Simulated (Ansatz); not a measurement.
# CH4SSi: the cost of one run

Program: Ansatz 0.2.0, Gaussian basis. Level of theory: PBE0-D4/def2-TZVP structures, single points in def2-TZVPP, no counterpoise correction. These are calculated values, not measurements.

Levels: SPW92, PBE-D4, BLYP-D4, r2SCAN-D4, B97M-V, PBE0-D4, B3LYP-D4, r2SCAN0-D4, BHLYP-D4, CAM-B3LYP-D4, wB97X-V, wB97M-V, B2PLYP, PBE-QIDH, RPA on PBE, Hartree-Fock, MP2, CCSD, CCSD(T).

Cores are frozen in the correlated methods. B3LYP uses VWN-RPA correlation. B2PLYP carries no dispersion term here.

56 further runs of the same task are left out: 56 set aside as unsound or not needed.

## (1) Starting geometry

The complex: 9 atoms, charge 0, spin multiplicity 1.

Atoms are counted from 1 here; the program's logs count them from 0.

Bond lengths: Si1–S3 1.942 Å, Si1–H5 1.488 Å, Si1–C6 1.852 Å, H2–H4 0.748 Å, C6–H7 1.095 Å, C6–H8 1.094 Å, C6–H9 1.090 Å. Angles: S3–Si1–H5 123.1°, S3–Si1–C6 127.2°, H5–Si1–C6 109.6°, Si1–C6–H7 109.6°, Si1–C6–H8 109.8°, Si1–C6–H9 111.3°, H7–C6–H8 107.1°, H7–C6–H9 109.4°, H8–C6–H9 109.5°.

Coordinates:

| atom | x (Å) | y (Å) | z (Å) |
| --- | --- | --- | --- |
| Si1 | -0.68450 | -0.15919 | -0.76199 |
| H2 | 0.04767 | -1.58268 | 2.03408 |
| S3 | -0.44368 | -1.54447 | -2.10204 |
| H4 | 0.11121 | -2.01853 | 1.42949 |
| H5 | -1.95308 | 0.03216 | -0.00859 |
| C6 | 0.55097 | 1.11675 | -0.23575 |
| H7 | 0.15960 | 2.11688 | -0.44745 |
| H8 | 0.71098 | 1.05527 | 0.84503 |
| H9 | 1.50092 | 0.98382 | -0.75269 |

Its parts: CH₄SSi holds atoms 1, 3, 5, 6, 7, 8, 9; H₂ holds atoms 2, 4. Each part counts its atoms afresh in its own runs.

## (2) Relaxing CH₄SSi alone

The input, relax-a/in.yaml:

```yaml
crystal:
  periodic: [false, false, false]
  atoms:
    - {symbol: Si, position_ang: [-0.684500, -0.159189, -0.761994]}
    - {symbol: S, position_ang: [-0.443680, -1.544467, -2.102038]}
    - {symbol: H, position_ang: [-1.953077, 0.032159, -0.008590]}
    - {symbol: C, position_ang: [0.550975, 1.116749, -0.235748]}
    - {symbol: H, position_ang: [0.159603, 2.116877, -0.447449]}
    - {symbol: H, position_ang: [0.710980, 1.055270, 0.845031]}
    - {symbol: H, position_ang: [1.500918, 0.983817, -0.752689]}
basis:
  gaussian: {orbitals: def2-TZVP}
hamiltonian: {xc: pbe0, dispersion: d4}
relax: {f_tol: 0.005, max_steps: 200}
```

The run is started by

```sh
$ ansatz run in.yaml --threads 2 --pin off --events-out ev --progress --plain --max-ram 4352MiB
```

**Question.** How long does this run take on 2 threads of Arm Neoverse V2, shared host?

About 7.5 s.
